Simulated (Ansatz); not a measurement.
# C2H7Si: the cost of one run

Program: Ansatz 0.2.0. Level of theory: UKS PBE-D4/cc-pVDZ. These are calculated values, not measurements.

**1. The starting structure**

Bond lengths: C1–Si2 1.793 Å, Si2–C3 1.832 Å, C1–H4 1.059 Å, C1–H5 1.146 Å, C1–H6 1.124 Å, Si2–H7 1.505 Å, C3–H8 1.048 Å, C3–H9 1.154 Å, C3–H10 1.073 Å. Angles (14 of 15 angles, heavy atoms first): C1–Si2–C3 110.8°, C1–Si2–H7 110.8°, C3–Si2–H7 110.5°, Si2–C1–H4 112.5°, Si2–C1–H5 112.2°, Si2–C1–H6 113.0°, Si2–C3–H8 112.6°, Si2–C3–H9 110.3°, Si2–C3–H10 113.4°, H4–C1–H5 104.8°, H4–C1–H6 111.3°, H5–C1–H6 102.3°, H8–C3–H9 103.2°, H8–C3–H10 109.9°.

As a file:

```xyz
10

C    -1.0231    0.6837   -0.8452
Si    0.5532    0.6467    0.0075
C     0.6974   -0.8556    1.0466
H    -1.1247   -0.1069   -1.5428
H    -1.1594    1.6395   -1.4633
H    -1.9011    0.7245   -0.1446
H     1.6929    0.7213   -0.9724
H    -0.0247   -0.8916    1.8058
H     1.6929   -0.8450    1.6300
H     0.6797   -1.7677    0.4812
```

**2. Relaxing end A**

The input, input.yaml:

```yaml
crystal:
  periodic: [false, false, false]
  atoms:
    - { symbol: C, position_ang: [-1.0231, 0.6837, -0.8452] }
    - { symbol: Si, position_ang: [0.5532, 0.6467, 0.0075] }
    - { symbol: C, position_ang: [0.6974, -0.8556, 1.0466] }
    - { symbol: H, position_ang: [-1.1247, -0.1069, -1.5428] }
    - { symbol: H, position_ang: [-1.1594, 1.6395, -1.4633] }
    - { symbol: H, position_ang: [-1.9011, 0.7245, -0.1446] }
    - { symbol: H, position_ang: [1.6929, 0.7213, -0.9724] }
    - { symbol: H, position_ang: [-0.0247, -0.8916, 1.8058] }
    - { symbol: H, position_ang: [1.6929, -0.845, 1.63] }
    - { symbol: H, position_ang: [0.6797, -1.7677, 0.4812] }
magnetization:
  spin_polarized: true
  initial_magnetization: 1
basis:
  gaussian: { orbitals: cc-pVDZ }
hamiltonian:
  xc: pbe
  dispersion: d4
relax:
  f_tol: 0.02
  max_steps: 50
```

The run is started by

```bash
$ ansatz run input.yaml --threads 2 --pin off --max-ram 3072MiB --backend cpu --events-out ev --progress --plain --runs-dir out
```

Q: Estimate wall time and peak memory on 2 threads of AMD EPYC 9R45 (Zen 5), shared host.

About 4 s, with a peak of 0.16 GiB.
